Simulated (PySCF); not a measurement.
Estimate the missing entries of this data sheet.

Species: NH3.
InChI=1S/H3N/h1H3

| property | level | value |
| --- | --- | --- |
| point group of the GFN2-xTB geometry | GFN2-xTB | C3v |
| rotational constants A, B, C of the GFN2-xTB geometry | GFN2-xTB | ? |
| dipole moment | B3LYP/6-31G | ? |
| HOMO energy | B3LYP/6-31G | ? |
| LUMO energy | B3LYP/6-31G | ? |
| 1H chemical shifts (computed TMS as zero) by class | GIAO B3LYP/6-31G | -0.25 (3 H) ppm |
| isotropic shieldings of nuclei other than C and H, by class | GIAO B3LYP/6-31G | ? |

Gas-phase values; electronic properties from PySCF, density fitting. Geometry: GFN2-xTB; no solvent, vibrations or thermal averaging.

**Question.** What is the LUMO energy?

**Answer.** 2.07 eV.

**Question.** Give the rotational constants A, B, C of the GFN2-xTB geometry.

**Answer.** 300.662, 300.485, 187.609 GHz.

**Question.** Give the isotropic shieldings of nuclei other than C and H, by class.

**Answer.** 259 (1 N) ppm.

**Question.** The HOMO energy?

**Answer.** -6.42 eV.

**Question.** Give the dipole moment.

**Answer.** 2.18 D.

The rotational constants are those of an oblate symmetric top; the small spread among constants that symmetry makes equal is optimisation noise. Point group C3v permits a dipole; with 2.18 D the species has a pure rotational spectrum. The dipole equals about 7.3 × 10⁻³⁰ C·m (1 D = 3.33564 × 10⁻³⁰ C·m). With B = h/(8π²I), that is 505.379 GHz u Å² over I, the principal moments of inertia are 1.68, 1.68 and 2.69 u Å² (most abundant isotopes).
